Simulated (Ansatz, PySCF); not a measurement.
Species: BCl₃, charge 0, multiplicity 1. 
Structure (B3LYP-D3(BJ)/def2-TZVP (Ansatz, a quantum-chemistry and plane-wave program) minimum search):
SMILES: ClB(Cl)Cl
```xyz
4

B      0.0000     0.0000     0.0000
Cl     0.0051     1.7450    -0.0247
Cl     1.5085    -0.8773    -0.0189
Cl    -1.5136    -0.8677     0.0437
```
Charge 0, spin multiplicity 1.

Quantity: vertical ionisation energy (to the doublet state of charge +1; each state is the SCF solution reached for its spin; the molecule has degenerate orbitals, so one determinant may break the symmetry; for the doublet the Hartree-Fock reference is unstable and T1 is 0.016), in eV. Valence correlation only, unless marked. UHF or UKS for open shells. No spin-orbit coupling. Non-relativistic.  The program attaches cautions to a run behind CCSD/aug-cc-pV(T+d)Z: other roots. The program attaches cautions to a run behind CCSD(T)/aug-cc-pV(D+d)Z: other roots.

```json
[
 {"level": "SVWN5/def2-TZVPD", "program": "Ansatz", "vertical ionisation energy (eV)": "10.97"},
 {"level": "PBE/def2-TZVPD", "program": "Ansatz", "vertical ionisation energy (eV)": "10.81"},
 {"level": "r2SCAN/def2-TZVPD", "program": "Ansatz", "vertical ionisation energy (eV)": "11.06"},
 {"level": "CAM-B3LYP/def2-TZVPD", "program": "Ansatz", "vertical ionisation energy (eV)": "11.61"},
 {"level": "wB97X-V/def2-TZVPD", "program": "Ansatz", "vertical ionisation energy (eV)": "11.78"},
 {"level": "RI-MP2/aug-cc-pV(T+d)Z", "program": "Ansatz", "vertical ionisation energy (eV)": "12.26"},
 {"level": "RI-MP2/aug-cc-pV(Q+d)Z", "program": "Ansatz", "vertical ionisation energy (eV)": "12.36"},
 {"level": "CCSD/aug-cc-pV(T+d)Z", "program": "Ansatz", "vertical ionisation energy (eV)": "11.87"},
 {"level": "CCSD(T)/aug-cc-pV(D+d)Z", "program": "Ansatz", "vertical ionisation energy (eV)": "11.53"}
]
```

For comparison, minus the highest occupied orbital energy (PySCF): 10.50 eV at M06-2X/def2-TZVPD, 12.48 eV at HF/def2-TZVPD, 8.39 eV at TPSSh/def2-TZVPD.
